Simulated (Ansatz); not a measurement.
# CHAlP+ (triplet): wave-function methods side by side, cc-pVDZ

One table from this session's results is given with a row withheld; the runs are named, their logs left out.

The runs use Ansatz 0.2.0, Gaussian basis; cc-pVDZ, core rule «outside noble gas», up to 11 orbitals frozen.

To be run: UHF; CCSD(T) on ROHF; CCSD(T) on UHF; BCCD(T) on ROHF; CISD; CCSDT(Q) on ROHF; CCSDT(Q) on UHF; CASSCF and NEVPT2, 10 electrons in 10 orbitals.

22 further runs of the same task are left out: 1 for a mislabelled method, 9 that didn't finish, 12 set aside as unsound or not needed.

## The geometry

The geometry is a PBE0/def2-TZVP stationary point (not a proven minimum) of the parent state, kept for this charge and spin.

4 atoms, charge 1, spin multiplicity 3.

Atoms are counted from 1 here; the program's logs count them from 0.

Bond lengths: Al1–C2 1.972 Å, C2–P3 1.632 Å, P3–H4 1.441 Å. Angles: Al1–C2–P3 164.0°, C2–P3–H4 99.2°.

Set-up of the first run:

Contents of in.yaml:

```yaml
crystal:
  periodic: [false, false, false]
  atoms:
    - {symbol: Al, position_ang: [0.000000, -0.002732, 1.946277]}
    - {symbol: C, position_ang: [0.000000, 0.186892, -0.016162]}
    - {symbol: P, position_ang: [0.000000, -0.110635, -1.620581]}
    - {symbol: H, position_ang: [0.000000, 1.245911, -2.107227]}
basis:
  gaussian: {orbitals: cc-pVDZ}
total_charge: 1
magnetization: {spin_polarized: true, initial_magnetization: 2}
hamiltonian: {xc: hf}
output: {orbitals: {seedname: orbitals}}
```

The run is started by

```console
$ ansatz run in.yaml --threads 1 --pin off --events-out ev --progress --plain --max-ram 2393MiB
```

Steps of the session up to this table: UHF; CCSD(T) on ROHF; CCSD(T) on UHF; BCCD(T) on ROHF; CISD; CCSDT(Q) on ROHF; CCSDT(Q) on UHF; CASSCF and NEVPT2, 10 electrons in 10 orbitals.

One table of the session follows, with a row left open; its other results are not shown here.

```
         method  from RCCSDT(Q) (meV)
           ROHF               +8244.5
            UHF               +7835.2
           RMP2               +1410.3
           UMP2               +1775.3
           CISD               +1323.8
          RCCSD                +501.2
          UCCSD                +499.4
       RCCSD(T)                 +87.5
       UCCSD(T)                     ?
        BCCD(T)                 +85.7
         RCCSDT                 +42.5
         UCCSDT                 +41.6
      RCCSDT(Q)                     0
      UCCSDT(Q)                  -5.0
CASSCF frontier               +5340.7
NEVPT2 frontier               +1329.4
```

**Question.** Estimate the row for UCCSD(T).

As computed: from RCCSDT(Q) (meV): +121.0. In the column «from RCCSDT(Q) (meV)» it lies between RCCSD(T) (+87.5) and UCCSD (+499.4).

Limits of these values: Restricted and unrestricted rows rest on different reference determinants; where their highest levels disagree by more than a few hundredths of an eV, they describe different states and don't form one ladder.
